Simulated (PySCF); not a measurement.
A made-up structure of CH₂SSi, singlet:

```
5
angstrom
C 0.4950 -0.5253 0.4335
Si -0.4932 0.5225 -0.4346
S 1.5541 -1.6465 1.3615
H -0.5768 1.8959 -0.0839
H -1.2620 0.0509 -1.5315
```

It is relaxed with PBE-D4/def2-SVP and then PBE0-D4/def2-TZVP (PySCF 2.14 with density fitting (its default auxiliary sets; JK sets also for MP2 and CCSD(T))). Atoms count as bonded within 1.22 times the sum of their covalent radii (H–H: 0.88 Å). The end point is not checked to be a true minimum.

Task: Does its bonding change? (Judge from chemistry; the calculation decides.)

Result: Computed: No: no bond forms or breaks.

Where it ends: The first stage lowers the energy by 1.20 eV in 20 steps. It ends as CH₂SSi ([SiH2][C][S]):
C1  (0.445, -0.548, 0.455)
Si2  (-0.094, 0.727, -0.666)
S3  (1.233, -1.567, 1.292)
H4  (-0.790, 1.692, 0.235)
H5  (-1.081, 0.017, -1.530)
(Å)

Labels in which every atom is bracketed show which atoms are joined, not bond orders.

For scale, one of the runs: PBE0-D4/def2-TZVP relaxation, 117 basis functions, launched by `OMP_NUM_THREADS=2 python run.py`. The run took 47 s on 2 CPU threads of an Arm Neoverse V1 (shared host), with 1.1 GiB of host memory at its peak.
